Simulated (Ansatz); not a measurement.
Computed with Ansatz on PBE0-D4/def2-TZVP structures; ΔE is electronic, products minus reactants. CBS: MP2 limit from def2 TZ/QZ plus the TZ coupled-cluster correction, frozen cores. This one scheme is used for every species. Functionals use def2-TZVPP. Each species was taken in one conformer, which may not be the lowest.

`COC(C)(F)Cl` + H–F → `COC(C)(F)F` + HCl  (substitution at a C–Cl bond)

| species | r2SCAN-D4 energy (Eh) |
| --- | --- |
| `COC(C)(F)Cl` | -753.15249 |
| H–F | -100.44667 |
| `COC(C)(F)F` | -392.82741 |
| HCl | -460.78592 |

Q: Work out ΔE.

A: ΔE = (-392.82741) + (-460.78592) − (-753.15249) − (-100.44667) = -0.01417 Eh = -37.2 kJ/mol. CCSD(T)/CBS gives -25.3 kJ/mol.

Largest T1 diagnostic among the species: 0.011.

The D4 term adds +7.0 kJ/mol with B3LYP and +3.7 kJ/mol with PBE0; it sums over pairs of atoms, weighted by their polarisabilities, and B3LYP, whose exchange is more repulsive, gets the larger term. In def2-TZVPP, CCSD(T) changes the Hartree–Fock value by +26.2 kJ/mol (the triples alone add +4.7 kJ/mol) and MP2 by +36.8 kJ/mol. From PBE to PBE0 (25 % exact exchange), in def2-TZVPP and without D4, ΔE moves by −4.0 kJ/mol.

B3LYP here is the variant with VWN-RPA as its local correlation; programs differ in this.
